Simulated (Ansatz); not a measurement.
in.yaml

```yaml
crystal:
  periodic: [false, false, false]
  atoms:
    - {symbol: Se, position_ang: [0.000000, 0.000000, 0.000000]}
    - {symbol: Li, position_ang: [0.000000, 0.000000, 4.093000]}
basis:
  gaussian: {orbitals: cc-pVDZ}
total_charge: 1
correlation: {method: fic_mrcisd_q, electrons: outside_noble_gas, active_space: {window: {electrons: 2, orbitals: 2}}}
```

```sh
$ ansatz run in.yaml --threads 1 --pin off --events-out ev --progress --plain --max-ram 2393MiB
```

(1) Roughly how long does this take on 1 thread of Arm Neoverse V1, shared host, and how much host memory?

```
459 factors; integrals over basis functions are off by at most 5.0e-4 eV
mean field evaluation 1: about -65496.4554 eV, gradient 1.2e1 eV
mean field evaluation 2: about -65496.4569 eV, gradient 1.2e1 eV
mean field evaluation 4: about -65496.9136 eV, gradient 4.0e-1 eV
mean field evaluation 8: about -65496.9153 eV, gradient 3.5e-4 eV
mean field evaluation 16: about -65496.4100 eV, gradient 9.4e0 eV
mean field evaluation 32: about -65496.3816 eV, gradient 7.2e-7 eV
mean field evaluation 64: about -65496.8727 eV, gradient 9.6e-1 eV
mean field -65496.91527148 eV, -2406.9672408232 hartree, gradient 1.7e-6 eV, S^2 0.000000; 9 other end points of the search recorded, 0 dependent functions left out; unrestricted orbitals would lower it
reference -65496.91527148 eV, -2406.9672408232 hartree; 18, 18 occupied and 23, 23 virtual orbitals, 459 factors
state -65497.58048770 eV, -2406.9916870683 hartree
contracted CI cycle   1: correlation 0.00000000 eV, 0.0000000000 hartree, residual 1.12e1 eV
contracted CI cycle   2: correlation -2.45772631 eV, -0.0903197760 hartree, residual 1.64e0 eV
contracted CI cycle   3: correlation -2.51645237 eV, -0.0924779190 hartree, residual 3.30e-1 eV
contracted CI cycle   4: correlation -2.51888706 eV, -0.0925673921 hartree, residual 7.09e-2 eV
contracted CI cycle   5: correlation -2.51900037 eV, -0.0925715562 hartree, residual 1.64e-2 eV
contracted CI cycle   6: correlation -2.51900741 eV, -0.0925718149 hartree, residual 5.10e-3 eV
contracted CI cycle   7: correlation -2.51900814 eV, -0.0925718416 hartree, residual 1.76e-3 eV
contracted CI cycle   8: correlation -2.51900824 eV, -0.0925718452 hartree, residual 6.00e-4 eV
contracted CI cycle   1: correlation 0.00000000 eV, 0.0000000000 hartree, residual 1.12e1 eV
contracted CI cycle   2: correlation -2.45772631 eV, -0.0903197760 hartree, residual 1.64e0 eV
contracted CI cycle   3: correlation -2.51645237 eV, -0.0924779190 hartree, residual 3.30e-1 eV
contracted CI cycle   4: correlation -2.51888706 eV, -0.0925673921 hartree, residual 7.09e-2 eV
contracted CI cycle   5: correlation -2.51900037 eV, -0.0925715562 hartree, residual 1.64e-2 eV
contracted CI cycle   6: correlation -2.51900741 eV, -0.0925718149 hartree, residual 5.10e-3 eV
contracted CI cycle   7: correlation -2.51900814 eV, -0.0925718416 hartree, residual 1.76e-3 eV
contracted CI cycle   8: correlation -2.51900824 eV, -0.0925718452 hartree, residual 6.00e-4 eV
state -65497.58048770 eV, -2406.9916870683 hartree; corrected -65500.23333279 eV, -2407.0891773271 hartree
Total energy: -65500.23333279 eV, -2407.0891773271 hartree
```

Natural occupations: 1.0000 1.0000.

For the same geometry and basis full CI lies 31.5 meV higher.

## Answers

(1) 1.4 s wall and 0.17 GiB.
